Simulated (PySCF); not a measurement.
C₄H₅N, SMILES C#C/C=C\N, PBE/def2-SVP optimised geometry. Atoms within 1.6 Å of the plane z = 0.0 Å (x, y, z in Å): C1 (1.68, -0.13, 0.00), C2 (0.45, -0.13, 0.00), C3 (-0.96, -0.09, 0.03), C4 (-1.66, 0.83, 0.76), N5 (-1.11, 1.77, 1.59), H6 (2.76, -0.16, -0.01), H7 (-1.53, -0.83, -0.56), H8 (-2.76, 0.82, 0.73), H9 (-0.10, 1.91, 1.54).

Calculation: PBE/def2-TZVP in PySCF 2.14.0. Cells within 0.4 Å of a nucleus heavier than hydrogen are left out (blank, or x).

Map of the deformation density (molecule minus spherical neutral atoms) (e/bohr³) on the plane z = 0.0 Å:

```
|000000000000000000000000000|
|000000000000000000000000000|
|000000000000000000000000000|
|000000000000000000000000000|
|000000000000000000000000000|
|000000000000000000000000000|
|000000000000000000000000000|
|000000000000000000000000000|
|000000000000000000000000000|
|000000000000000000000000000|
|000000000000000000000000000|
|000000000220000110000000000|
|000000000351210241021000000|
|0000000001xx67xx9xx75000000|
|0000000002xx45x78xx64000000|
|000000000230100231010000000|
|000000000110000010000000000|
|000000000000000000000000000|
|000000000000000000000000000|
|000000000000000000000000000|
|000000000000000000000000000|
|000000000000000000000000000|
|000000000000000000000000000|
|000000000000000000000000000|
|000000000000000000000000000|
|000000000000000000000000000|
|000000000000000000000000000|
```
Scale: ten equal steps from -0.013 (start of '0') to 0.119 (end of '9'), in the order '0123456789'; x runs from -5.00 to 5.00, y from -5.00 (bottom) to 5.00 (top).
